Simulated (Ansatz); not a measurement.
Two isomers of C4H6O: A = `C/C=C/C=O`, B = `C=C/C=C\O`.

Program: Ansatz. Geometries: PBE0-D4/def2-TZVP. ΔE: electronic, gas phase. CBS: MP2 limit from def2 TZ/QZ plus the TZ coupled-cluster correction, frozen cores. This one scheme is used for every species. Double bonds are as drawn, so ΔE can hold a change between cis and trans. Functionals use def2-TZVPP. B3LYP here is the variant with VWN-RPA as its local correlation; programs differ in this. Each species was taken in one conformer, which may not be the lowest.

(1) Which is lower in electronic energy at CCSD(T)/CBS, and by how much? (Estimate.)

(2) Give E(B) − E(A) in kcal/mol with B2PLYP, r2SCAN-D4, CCSD(T)/def2-TZVPP, PBE-D4, MP2/def2-TZVPP, HF/def2-TZVPP, B3LYP-D4. (Estimate.)

Largest T1 diagnostic: 0.014.

Results:

(1) The calculation gave: A, by 9.4 kcal/mol.

(2) The calculation gave: B2PLYP 10.9, r2SCAN-D4 9.8, CCSD(T)/def2-TZVPP 10.4, PBE-D4 9.5, MP2/def2-TZVPP 10.6, HF/def2-TZVPP 13.6, B3LYP-D4 10.2. None reverses the order clearly.

In def2-TZVPP, CCSD(T) changes the Hartree–Fock value by −3.2 kcal/mol (the triples alone add −0.4 kcal/mol) and MP2 by −3.0 kcal/mol.
